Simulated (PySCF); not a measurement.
Species: TTF, C6H4S4.
SMILES: `C1=CSC(=C2SC=CS2)S1`

A linear-response calculation (PySCF, def2-SVPD basis, gas phase, vertical, core orbitals frozen in the response) gave these numbers; the functional is withheld.

Orbital energies (eV): HOMO-3 -8.12, HOMO-2 -7.80, HOMO-1 -6.65, HOMO -4.70, LUMO -1.11, LUMO+1 -0.72, LUMO+2 -0.34.

```csv
state,E (eV),f,"main configurations (H = HOMO, L = LUMO)"
S1,2.58,0.0005,H→L (99%)
S2,3.26,0.031,H→L+1 (99%)
S3,3.67,0.0000,H→L+4 (94%)
S4,3.69,0.0000,H→L+2 (96%)
S5,3.89,0.0000,H→L+5 (88%)
S6,4.23,0.037,H→L+6 (96%)
```

Triplets, Tamm–Dancoff:

| state | E (eV) | λ (nm) | main configurations (H = HOMO, L = LUMO) |
| --- | --- | --- | --- |
| T1 | 2.37 | 523.3 | H→L (99%) |
| T2 | 2.74 | 453.1 | H→L+1 (92%) |
| T3 | 2.79 | 445.2 | H→L+3 (97%) |
| T4 | 3.04 | 408.5 | H→L+2 (84%), H-1→L+1 (13%) |

Vertical ionisation energy by ΔSCF with the same functional: 6.40 eV. Mean static polarisability: 153.3 au.

Task: Name the functional.
A. B3LYP
B. HF
C. PBE
D. CAM-B3LYP

Result: A. B3LYP is a global hybrid with 20% exact exchange. In this run −ε(HOMO) = 4.70 eV differs from the ΔSCF value by -1.70 eV, and S1 differs from the orbital gap of 3.59 eV by -1.00 eV. The ratio −ε(HOMO)/IP is 0.73. Small neutral molecules mostly give 0.67 to 0.83 with B3LYP, 0.5 to 0.7 with PBE, 0.85 to 0.93 with CAM-B3LYP; Hartree–Fock can't fall below 1, since the ion's relaxation only lowers the ΔSCF value. The other options: PBE, a GGA without exact exchange; HF, time-dependent Hartree–Fock, 100% exact exchange; CAM-B3LYP, range-separated, 19% exact exchange at short range and 65% at long range (ω = 0.33 bohr⁻¹).

Computed, not measured: TDDFT B3LYP/def2-SVPD, vertical, gas phase, core orbitals frozen in the response (PySCF). Geometry: PBE0-D3(BJ)/def2-SVP; no solvent, vibrations or thermal averaging.

The run took 2.2 min (with the writing of density and orbital grids) on one thread of an Arm Neoverse V1, no GPU, shared host with 32 logical CPUs at a one-minute load of 18, and the process peaked at 1.3 GiB of memory.
